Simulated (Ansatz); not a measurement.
A made-up structure of SiHSO, doublet:

```xyz
4
angstrom
O -0.9762 -0.3233 1.1522
Si -0.1472 0.0346 0.0081
S 1.4575 -0.4955 0.2230
H -0.3341 0.7842 -1.3834
```

It is relaxed with PBE-D4/def2-SVP and then PBE0-D4/def2-TZVP (Ansatz 0.2.0). Atoms count as bonded within 1.22 times the sum of their covalent radii (H–H: 0.88 Å). The end point is not checked to be a true minimum.

Problem. Does its bonding change? (A judgement: the text doesn't fix the answer.)

Solution. Computed: No: no bond forms or breaks.

Where it ends: The first stage lowers the energy by 2.78 eV in 6 steps. It ends as SiHSO ([O][SiH][S]):
O1  (-1.212, -0.231, 1.091)
Si2  (-0.181, 0.042, 0.011)
S3  (1.796, -0.559, 0.172)
H4  (-0.402, 0.747, -1.274)
(Å)

Labels in which every atom is bracketed show which atoms are joined, not bond orders.

For scale, one of the runs: PBE0-D4/def2-TZVP relaxation, 111 basis functions, launched by `ansatz run in.yaml --threads 2 --pin off --events-out ev --progress --plain --max-ram 4352MiB`. The run took about 38 s on 2 CPU threads of an Arm Neoverse V2 (shared host).
